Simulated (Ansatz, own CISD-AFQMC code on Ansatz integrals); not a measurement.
C2H7N, SMILES `CCN` (charge 0, multiplicity 1).

Z-matrix (Å, degrees):
```
C
H 1 1.0946
H 1 1.0946 2 105.85
N 1 1.4538 2 107.75 3 -115.06
H 4 1.0133 1 110.27 2 -64.43
H 4 1.0133 5 106.52 1 119.64
C 1 1.5211 2 109.64 3 118.18
H 7 1.0939 1 111.48 2 -57.90
H 7 1.0940 8 107.82 1 -121.97
H 7 1.0940 8 107.82 9 -116.07
```
Charge 0, spin multiplicity 1.

Frozen-core correlation energies in cc-pVDZ at a geometry from PBE0-D3(BJ)/def2-TZVP, on an HF energy of -134.26242 Ha (<S^2> = 0.00). Wave-function levels are from Ansatz, the walk from an own CISD-AFQMC code on Ansatz integrals (time step 0.005/Ha, trial state from CCSD amplitudes, largest double 0.02).

```tsv
level	correlation energy (mHa)
MP2	-468.4
CCSD	-511.7
CCSD(T)	-525.0
```

Task: What correlation energy does phaseless AFQMC give, and where does it lie among these levels?

Result: -526.2 ± 0.4 mHa (one standard error). AFQMC minus each level: MP2 -57.8 mHa, CCSD -14.5 mHa, CCSD(T) -1.2 mHa.
